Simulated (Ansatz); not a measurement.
# C2H3NO: the cost of one run

All numbers below are computed with Ansatz 0.2.0 (RKS BLYP-D4/def2-SVP).

### 1 Starting point

Bond lengths: N1–C2 1.236 Å, C2–C3 1.323 Å, C3–O4 1.295 Å, N1–H5 1.002 Å, C3–H6 1.091 Å, O4–H7 0.977 Å. Angles: N1–C2–C3 176.4°, C2–N1–H5 107.9°, C2–C3–O4 118.6°, C2–C3–H6 123.6°, O4–C3–H6 117.7°, C3–O4–H7 111.2°.

Structure file:

```xyz
7

N     1.2171   -0.8865    0.9293
C     0.4091   -0.1454    0.3587
C    -0.4769    0.5831   -0.3011
O    -1.2114    0.0038   -1.1970
H     1.7599   -0.3249    1.5577
H    -0.5741    1.6633   -0.1870
H    -1.0624   -0.9615   -1.2063
```

### 2 Relaxing end A

File input.yaml:

```yaml
crystal:
  periodic: [false, false, false]
  atoms:
    - { symbol: "N", position_ang: [1.2171, -0.8865, 0.9293] }
    - { symbol: C, position_ang: [0.4091, -0.1454, 0.3587] }
    - { symbol: C, position_ang: [-0.4769, 0.5831, -0.3011] }
    - { symbol: O, position_ang: [-1.2114, 0.0038, -1.197] }
    - { symbol: H, position_ang: [1.7599, -0.3249, 1.5577] }
    - { symbol: H, position_ang: [-0.5741, 1.6633, -0.187] }
    - { symbol: H, position_ang: [-1.0624, -0.9615, -1.2063] }
basis:
  gaussian: { orbitals: def2-SVP }
hamiltonian:
  xc: blyp
  dispersion: d4
relax:
  f_tol: 0.02
  max_steps: 50
```

Started as:

```bash
ansatz run input.yaml --threads 1 --pin off --max-ram 2048MiB --backend cpu --events-out ev --progress --plain --runs-dir out
```

Q: Estimate wall time and peak memory on 1 thread of Intel Xeon Platinum 8488C (Sapphire Rapids), shared host.

About 18 s, with a peak of 0.17 GiB.
